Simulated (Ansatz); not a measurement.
**SiPNH+ (triplet): wave-function methods side by side, cc-pVDZ**

One table from this session's results is given with a row withheld; the runs are named, their logs left out.

Method: cc-pVDZ, core rule «outside noble gas», up to 11 orbitals frozen; program: Ansatz 0.2.0, Gaussian basis.

Plan: UHF; CCSD(T) on ROHF; CCSD(T) on UHF; BCCD(T) on ROHF; CISD as a restricted active space (open shells left free, so some higher excitations enter); CCSDT(Q) on ROHF; CCSDT(Q) on UHF; CASSCF and NEVPT2, 10 electrons in 11 orbitals.

21 further runs of the same task are left out: 1 for a known fault of the program, 8 that didn't finish, 12 set aside as unsound or not needed. Runs told in other sessions of the task aren't counted.

### The system

The geometry is a PBE0/def2-TZVP stationary point (not a proven minimum) of the parent state, kept for this charge and spin.

4 atoms, charge 1, spin multiplicity 3.

Atoms are counted from 1 here; the program's logs count them from 0.

Bond lengths: N1–Si2 1.708 Å, Si2–P3 2.170 Å, P3–H4 1.425 Å. Angles: N1–Si2–P3 108.7°, Si2–P3–H4 93.3°.

As a file:

| atom | x (Å) | y (Å) | z (Å) |
| --- | --- | --- | --- |
| N1 | 0.0000 | -0.6853 | 1.7925 |
| Si2 | 0.0000 | 0.5895 | 0.6564 |
| P3 | 0.0000 | -0.2578 | -1.3416 |
| H4 | 0.0000 | 1.0200 | -1.9727 |

The first run:

in.yaml reads:

```yaml
crystal:
  periodic: [false, false, false]
  atoms:
    - {symbol: N, position_ang: [0.000000, -0.685331, 1.792532]}
    - {symbol: Si, position_ang: [0.000000, 0.589517, 0.656379]}
    - {symbol: P, position_ang: [0.000000, -0.257823, -1.341581]}
    - {symbol: H, position_ang: [0.000000, 1.019996, -1.972718]}
basis:
  gaussian: {orbitals: cc-pVDZ}
total_charge: 1
magnetization: {spin_polarized: true, initial_magnetization: 2}
hamiltonian: {xc: hf}
output: {orbitals: {seedname: orbitals}}
```

Command:

```sh
ansatz run in.yaml --threads 1 --pin off --events-out ev --progress --plain --max-ram 2393MiB
```

Among the steps run: UHF; CCSD(T) on ROHF; CCSD(T) on UHF; BCCD(T) on ROHF; CISD as a restricted active space (open shells left free, so some higher excitations enter); CCSDT(Q) on ROHF; CCSDT(Q) on UHF; CASSCF and NEVPT2, 10 electrons in 11 orbitals.

One table of the session follows, with a row left open; its other results are not shown here.

| method | from RCCSDT(Q) (kJ/mol) |
| --- | --- |
| RMP2 | +174.7 |
| UMP2 | +248.3 |
| CISD | +225.4 |
| RCCSD | +83.0 |
| UCCSD | +74.9 |
| RCCSD(T) | +16.7 |
| UCCSD(T) | +20.7 |
| BCCD(T) | +19.0 |
| RCCSDT | +9.9 |
| UCCSDT | ? |
| RCCSDT(Q) | 0 |
| UCCSDT(Q) | -2.3 |
| CASSCF valence | +674.6 |
| NEVPT2 valence | +158.6 |

**Question.** Estimate the row for UCCSDT.

The run gave: from RCCSDT(Q) (kJ/mol): +8.3. In the column «from RCCSDT(Q) (kJ/mol)» it lies between RCCSDT(Q) (0) and RCCSDT (+9.9).

Left out of the table: ROHF, UHF (another determinant or state than the rows shown).

Limits of these values: The determinant of HF (⟨S²⟩ 2.92) is far from a pure spin state, so its energy mixes those of several spin states; that is harmless only where they are near-degenerate. The determinant of CCSD(T) (⟨S²⟩ 2.71) is far from a pure spin state, so its energy mixes those of several spin states; high orders of coupled cluster remove much of that, low ones don't. The determinant of CCSDT(Q) (⟨S²⟩ 2.71) is far from a pure spin state, so its energy mixes those of several spin states; high orders of coupled cluster remove much of that, low ones don't. Warnings: spin contamination; coupled cluster took another determinant than the lowest; large T1 diagnostic. Restricted and unrestricted rows rest on different reference determinants; a gap between their highest levels can come from leftover correlation error, from unlike frozen cores or from another state.
